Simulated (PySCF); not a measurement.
Consider `OCC(Cl)Cl` (C2H4Cl2O). Atom numbers as in the mapped SMILES `[OH:1][CH2:2][CH:3]([Cl:4])[Cl:5]`.

Computed at M06-2X/ma-def2-TZVP // PBE0-D3(BJ)/def2-SVP with PySCF (density fitting, grid level 3). The prefix ma- adds one diffuse s and one diffuse p function on all atoms but H. Zero-point and thermal terms (298.15 K, 1 bar) come from unscaled PBE0-D3(BJ)/def2-SVP harmonic frequencies, with soft modes damped to free rotors in the entropy.

**Question.** Rank these of its positions by gas-phase deprotonation enthalpy, most acidic first.
A. C3 (methine carbon)
B. O1 (hydroxyl oxygen)

**Answer.** B (1508 kJ/mol), A (1551 kJ/mol).

**Question.** For C3 (methine carbon), what are ΔE (electronic) and ΔG(298 K) of the loss of the proton?

**Answer.** ΔE = 1584 and ΔG = 1518 kJ/mol, beside ΔH = 1551 kJ/mol. The product is `OC[C-](Cl)Cl`.

**Question.** Of those listed, which site of deprotonation is favoured in methanol (IEF-PCM), and by how much?

**Answer.** O1 (hydroxyl oxygen), by 67 kJ/mol over C3 (methine carbon); the gas phase favours the same one.

Known limits: structures of the anions come from def2-SVP, which lacks diffuse functions; C2 is not listed: the run failed or kept an imaginary mode, or the ion rearranged or equalled another.
